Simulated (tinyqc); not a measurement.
Worked calculation: geometry optimisation on the UHF/sto-3g surface (energies and gradients from PySCF), for LiH+, spin multiplicity 2. One step of it, computed by the program tinyqc.

Task: Step 2: move. Quasi-Newton step p = -H^(-1) g (the inverse Hessian comes from BFGS updates; coordinates in the order x, y, z of each atom); steps longer than 0.1 bohr are cut back (factor 0.358 here).

positions after step 1 (bohr):
```
            x         y          z
1Li  0.000000  0.000000  -0.070711
2H   0.000000  0.000000   2.912859
```

gradient (hartree/bohr):
```
              x           y            z
1Li  0.00000000  0.00000000   0.03135586
2H   0.00000000  0.00000000  -0.03135586
```

inverse Hessian in use (bohr^2/hartree), lower triangle:
```
          1         2         3         4         5         6
1  6.666667
2  0.000000  6.666667
3  0.000000  0.000000  6.485988
4  0.000000  0.000000  0.000000  6.666667
5  0.000000  0.000000  0.000000  0.000000  6.666667
6  0.000000  0.000000  0.180679  0.000000  0.000000  6.485988
```

Give: positions after step 2.

Result:

positions after step 2 (bohr):
```
         x      y       z
1Li  0.000  0.000  -0.141
2H   0.000  0.000   2.984
```
